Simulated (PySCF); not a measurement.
J couplings in s-BuOH

Geometry:
```tsv
atom	x (Å)	y (Å)	z (Å)
C1	-1.657	-0.705	0.189
C2	-0.811	0.555	0.061
C3	0.554	0.308	-0.597
C4	1.478	-0.531	0.285
O5	1.167	1.536	-0.940
H6	-2.642	-0.456	0.580
H7	-1.784	-1.179	-0.782
H8	-1.197	-1.421	0.865
H9	-1.344	1.287	-0.550
H10	-0.656	0.995	1.051
H11	0.407	-0.198	-1.557
H12	1.084	-1.535	0.409
H13	1.586	-0.072	1.268
H14	2.461	-0.598	-0.176
H15	1.348	2.022	-0.127
```

Indirect spin–spin couplings were computed at B3LYP/pcJ-1 (without the spin–dipole term) (PySCF) on a GFN2-xTB structure, for the isolated molecule, without vibrational or relativistic corrections. Couplings are averaged over pairs made equivalent by symmetry, fast rotation or ring inversion, so a value needn't be that of the named pair in this geometry, while other rotamers aren't included; one pair stands for each set, and the list holds a selection of those of at least 0.8 Hz over up to four bonds, among pairs with at least one C or H atom (others weren't computed).

Isotopes: $^{13}$C, $^{1}$H, $^{17}$O. Couplings to quadrupolar nuclei such as 17O and 33S are rarely resolved in practice.

```json
{"pair": "C1, C2", "bonds": "1", "J (Hz)": "32.9"}
{"pair": "C1, H6", "bonds": "1", "J (Hz)": "?"}
{"pair": "C2, C3", "bonds": "1", "J (Hz)": "36.0"}
{"pair": "C2, H9", "bonds": "1", "J (Hz)": "?"}
{"pair": "C2, H10", "bonds": "1", "J (Hz)": "130.8"}
{"pair": "C3, C4", "bonds": "1", "J (Hz)": "35.8"}
{"pair": "C3, O5", "bonds": "1", "J (Hz)": "20.4"}
{"pair": "C3, H11", "bonds": "1", "J (Hz)": "150.2"}
{"pair": "C4, H12", "bonds": "1", "J (Hz)": "131.5"}
{"pair": "O5, H15", "bonds": "1", "J (Hz)": "-70.0"}
{"pair": "C1, C3", "bonds": "2", "J (Hz)": "0.9"}
{"pair": "C1, H9", "bonds": "2", "J (Hz)": "-3.9"}
{"pair": "C2, H6", "bonds": "2", "J (Hz)": "-3.6"}
{"pair": "C3, H10", "bonds": "2", "J (Hz)": "?"}
{"pair": "C3, H12", "bonds": "2", "J (Hz)": "-3.7"}
{"pair": "O5, H11", "bonds": "2", "J (Hz)": "-15.2"}
{"pair": "H6, H7", "bonds": "2", "J (Hz)": "?"}
{"pair": "C1, H11", "bonds": "3", "J (Hz)": "2.5"}
{"pair": "C2, H12", "bonds": "3", "J (Hz)": "4.3"}
{"pair": "C4, H10", "bonds": "3", "J (Hz)": "?"}
{"pair": "O5, H9", "bonds": "3", "J (Hz)": "-1.4"}
{"pair": "O5, H12", "bonds": "3", "J (Hz)": "?"}
{"pair": "H9, H11", "bonds": "3", "J (Hz)": "?"}
{"pair": "H10, H11", "bonds": "3", "J (Hz)": "10.7"}
{"pair": "H11, H12", "bonds": "3", "J (Hz)": "?"}
{"pair": "H11, H15", "bonds": "3", "J (Hz)": "16.5"}
```

Estimate the withheld couplings, with signs.

## Answers


- $^{1}J$(C1,H6) = 131.6 Hz (bond length 1.088 Å, sp3 carbon)
- $^{1}J$(C2,H9) = 135.0 Hz (bond length 1.093 Å, sp3 carbon)
- $^{2}J$(C3,H10) = -4.3 Hz (angle at C2 109°)
- $^{2}J$(H6,H7) = -13.5 Hz
- $^{3}J$(C4,H10) = 4.4 Hz (dihedral angle 54°)
- $^{3}J$(O5,H12) = -2.3 Hz (mean over equivalent pairs that range from -4.7 to -1.0 Hz in this conformer)
- $^{3}J$(H9,H11) = 2.8 Hz (dihedral angle 67°)
- $^{3}J$(H11,H12) = 6.2 Hz (mean over equivalent pairs that range from 3.1 to 12.4 Hz in this conformer)
